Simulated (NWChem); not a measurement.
# Spin states of nitrogen (N2)

SMILES: N#N
```xyz
2

N      0.0000     0.0000     0.5502
N      0.0000     0.0000    -0.5502
```
Charge 0, spin multiplicity 1.

Everything below was run with NWChem. All single points use one geometry, from B3LYP/def2-SVP, a minimum by its harmonic frequencies.

Basis set: def2-TZVP. The gap is E(triplet) − E(singlet) at the geometry of the singlet, so a negative value puts the higher spin lower. Open shells are unrestricted, and the singlet is the closed-shell solution. The triplet is the single determinant that the SCF runs reached, with unpaired electrons in orbitals of symmetry ag and b2g (D2h labels); it need not be the lowest triplet, which in molecules with degenerate π orbitals can need several determinants.

B3LYP has NWChem's definition, with VWN1-RPA local correlation. The stability of the SCF solutions was not checked. Open-shell Hartree-Fock references start from PBE0 orbitals.

### Question
Order these methods by the vertical singlet-triplet gap they give, lowest first: PBE0, PBE, M06-2X, HF.

### Answer
PBE (173.3 kcal/mol), PBE0 (176.5 kcal/mol), HF (178.5 kcal/mol), M06-2X (185.2 kcal/mol)
